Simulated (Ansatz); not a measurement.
## Ansatz (development build ahead of 0.2.0) run

```yaml
crystal:
  periodic: [false, false, false]
  atoms:
    - { symbol: H, position_ang: [0.05282, -0.03344, -1.53395] }
    - { symbol: C, position_ang: [-0.08755, 0.09695, -0.54379] }
    - { symbol: O, position_ang: [0.05029, -0.10449, 0.57506] }
basis:
  gaussian: { orbitals: STO-3G }
total_charge: 1
hamiltonian:
  xc: hf
correlation:
  method: mp2
  frozen_orbitals: { C: 1, H: 0, O: 1 }
```

The input is written out in the form of the current development build from the run's settings.

Results

| Item | Value |
| --- | --- |
| Converged | yes |
| Reference energy | -111.48275 hartree |
| Correlation energy | -0.16422 hartree |
| Total energy | -111.64696 hartree |
| Spin squared of the determinant | 0.000 |
